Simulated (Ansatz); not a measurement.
Worked example: vertical energy of the triplet above the singlet of C5H10 (trans-2-pentene)

The species is C5H10 (15 atoms), meant as a singlet with charge 0. SMILES: `C/C=C/CC`. The shape is that of a PBE0-D4/def2-TZVP optimisation. This is one conformer, not always the lowest.

Both states at this one shape; open shells run unrestricted unless said. 1 Eh = 27.2114 eV.

| level | program | singlet C5H10 (Eh) | triplet C5H10 (Eh) |
| --- | --- | --- | --- |
| wB97X/cc-pVDZ | Ansatz | -196.489121 | -196.323172 |
| MP2/cc-pVDZ, 5 core orbitals frozen | Ansatz | -195.864341 | -195.686961 |

Task: Work out the vertical gap, second state less first, at each level.

Result: 
1. wB97X/cc-pVDZ: -196.323172 − (-196.489121) = 0.165949 Eh = 4.52 eV.
2. MP2/cc-pVDZ: -195.686961 − (-195.864341) = 0.177380 Eh = 4.83 eV.

No measured value is set beside it here; the levels span 4.52 to 4.83 eV.
